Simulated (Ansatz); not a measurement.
Series nitrenes, diatomics and small unsaturated species, computed as singlets and as triplets. All species are isolated molecules in the gas phase. One relaxed conformer stands for each flexible species; it need not be the lowest. Strings in code marks are SMILES.

Quantity: adiabatic spin-state energy, in kcal/mol. The DFT solution of `[BH]` and `[CH+]` is unstable or spin-contaminated; the geometry comes from it. HF references are unrestricted for open shells and restricted for singlets. The restricted reference of `[BH]`, `[AlH]`, `[CH+]` and `[SiH+]` is unstable towards unrestricted orbitals.

Level 1: composite: frozen-core CCSD(T) with HF/cc-pV5Z and the correlation energy extrapolated as X^-3 from cc-pVQZ and cc-pV5Z, plus full CI minus CCSD(T) in cc-pVDZ // B3LYP-D3(BJ)/def2-TZVP (Ansatz, a quantum-chemistry and plane-wave program)
Level 2: B3LYP/cc-pVTZ // B3LYP-D3(BJ)/def2-TZVP (Ansatz)
Level 3: BLYP/cc-pVTZ // B3LYP-D3(BJ)/def2-TZVP (Ansatz)
Level 4: PBE/cc-pVTZ // B3LYP-D3(BJ)/def2-TZVP (Ansatz)

```tsv
species	level 1	level 2	level 3	level 4
`[SiH+]`: multiplicity 3 minus multiplicity 1	52.2	(withheld)	(withheld)	46.0
`[BH]`: multiplicity 3 minus multiplicity 1	(withheld)	26.0	26.7	21.7
`[CH+]`: multiplicity 3 minus multiplicity 1	28.0	(withheld)	21.8	17.7
`[AlH]`: multiplicity 3 minus multiplicity 1	43.3	43.6	43.9	39.0
```

Question: Complete the blanks.

Answer: 
- `[SiH+]`: multiplicity 3 minus multiplicity 1, level 2: 50.3
- `[SiH+]`: multiplicity 3 minus multiplicity 1, level 3: 50.3
- `[BH]`: multiplicity 3 minus multiplicity 1, level 1: 30.7
- `[CH+]`: multiplicity 3 minus multiplicity 1, level 2: 20.9
